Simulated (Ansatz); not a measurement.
The input, for Ansatz 0.2.0:

```yaml
crystal:
  periodic: [false, false, false]
  atoms:
    - {symbol: Al, position_ang: [-0.793448, 0.000000, 0.949059]}
    - {symbol: Mg, position_ang: [0.872277, 0.000000, -1.145044]}
    - {symbol: H, position_ang: [0.206124, 0.000000, 2.205693]}
basis:
  gaussian: {orbitals: 6-31G}
magnetization: {spin_polarized: false, initial_magnetization: 2}
correlation: {method: ccsdtq, electrons: outside_noble_gas}
```

```sh
$ ansatz run in.yaml --threads 1 --pin off --events-out ev --progress --plain --max-ram 2393MiB
```

Log:

```
550 factors; integrals over basis functions are off by at most 9.9e-8 eV
mean field evaluation 1: about -12026.5265 eV, gradient 5.0e0 eV
mean field evaluation 2: about -12026.5377 eV, gradient 5.1e0 eV
mean field evaluation 4: about -12026.9677 eV, gradient 7.6e-1 eV
mean field evaluation 8: about -12027.0015 eV, gradient 5.9e-2 eV
mean field evaluation 16: about -12026.5265 eV, gradient 5.0e0 eV
mean field evaluation 32: about -12027.0018 eV, gradient 3.7e-5 eV
mean field evaluation 64: about -12027.3239 eV, gradient 2.7e-1 eV
mean field evaluation 96: about -12025.6597 eV, gradient 2.7e-1 eV
mean field evaluation 128: about -12024.6655 eV, gradient 1.9e-1 eV
mean field evaluation 160: about -12025.2157 eV, gradient 5.8e0 eV
...
cycle  13  -1.94165351 eV  change   -1.3e-4 eV  update   1.2e-4
cycle  14  -1.94163996 eV  change    1.4e-5 eV  update   6.7e-5
cycle  15  -1.94161222 eV  change    2.8e-5 eV  update   3.7e-5
cycle  16  -1.94160934 eV  change    2.9e-6 eV  update   2.1e-5
cycle  17  -1.94160904 eV  change    2.9e-7 eV  update   1.2e-5
cycle  18  -1.94161355 eV  change   -4.5e-6 eV  update   6.7e-6
cycle  19  -1.94161753 eV  change   -4.0e-6 eV  update   3.5e-6
cycle  20  -1.94161921 eV  change   -1.7e-6 eV  update   2.2e-6
cycle  21  -1.94161909 eV  change    1.3e-7 eV  update   1.2e-6
cycle  22  -1.94161885 eV  change    2.3e-7 eV  update   7.4e-7
Total energy: -12028.94338123 eV, -442.0555157494 hartree
```

For the same geometry and basis full CI lies 0.1 meV lower.

Ran on 1 thread of Arm Neoverse N1, shared host: 18 s wall, 0.14 GiB peak host memory.
